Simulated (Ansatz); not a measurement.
Input for Ansatz (development build ahead of 0.2.0):

```yaml
crystal:
  periodic: [false, false, false]
  atoms:
    - { symbol: H, position_ang: [0.0, 0.0, -1.44884] }
    - { symbol: C, position_ang: [0.0, 0.0, -0.45441] }
    - { symbol: C, position_ang: [0.0, 0.0, 0.69588] }
basis:
  gaussian: { orbitals: cc-pVTZ }
total_charge: -1
hamiltonian:
  xc: hf
correlation:
  method: mp2
  frozen_orbitals: { C: 1, H: 0 }
```

The input is written out in the form of the current development build from the run's settings.

Results

```json
{
  "Converged": "yes",
  "Reference energy": "-76.21179 hartree",
  "Correlation energy": "-0.30187 hartree",
  "Total energy": "-76.51366 hartree",
  "Spin squared of the determinant": "0.000"
}
```

Caution: no diffuse functions for an anion.
